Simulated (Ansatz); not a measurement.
Reaction (formal exchange of groups at a C–C bond): `CC(F)C=N` + CH₄ → `CC(C)F` + `C=N`

Calculated with Ansatz (gas phase, PBE0-D4/def2-TZVP geometries, no zero-point term in ΔE). CBS: MP2 limit from def2 TZ/QZ plus the TZ coupled-cluster correction, frozen cores. This one scheme is used for every species. Functionals use def2-TZVPP. One conformer a species, not always the lowest.

| level | ΔE (kJ/mol) |
| --- | --- |
| ωB97M-V | 23.0 |
| PBE0 | 24.0 |

(1) What does CCSD(T)/CBS give? (Best estimate.)

Largest T1 diagnostic among the species: 0.012.

Answers

(1) The calculation gave: +20.6 kJ/mol. The listed levels differ from it by 2.4, 3.4 kJ/mol.

In def2-TZVPP, CCSD(T) changes the Hartree–Fock value by +4.4 kJ/mol (the triples alone add +1.5 kJ/mol) and MP2 by +6.4 kJ/mol.
